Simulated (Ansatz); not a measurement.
Diamond-structure Ge was calculated with r²SCAN in Ansatz (PAW).

Numerical settings: plane-wave cutoff 600 eV, 12×12×12 k mesh, finite displacements, scalar-relativistic PAW data made under PBE.

Computed at the level's own relaxed cell.

```
CELL_PARAMETERS angstrom
      0.00000     2.83729     2.83729
      2.83729     0.00000     2.83729
      2.83729     2.83729     0.00000
ATOMIC_POSITIONS crystal
  Ge 0.50000 0.50000 0.50000
  Ge 0.75000 0.75000 0.75000
```

Harmonic phonon frequencies (cm⁻¹; i marks an imaginary mode):

| q point | frequencies |
|---|---|
| Γ | 0 0 0 296 296 296 |
| X | … |
| L | 65 65 222 236 282 282 |

**Question.** Some entries are withheld; supply them.

**Answer.** 
- X, frequencies: 83 83 238 238 265 265

Measured, for comparison: zone-centre TO phonon frequency 304 cm⁻¹ (low temperature, no zero-point or thermal correction; as tabulated in Tanner et al. (2021), arXiv:2110.11888). Computed less measured: zone-centre TO phonon frequency -2.6 %.

No imaginary mode appears at these points.

Ansatz is a quantum-chemistry and plane-wave program.
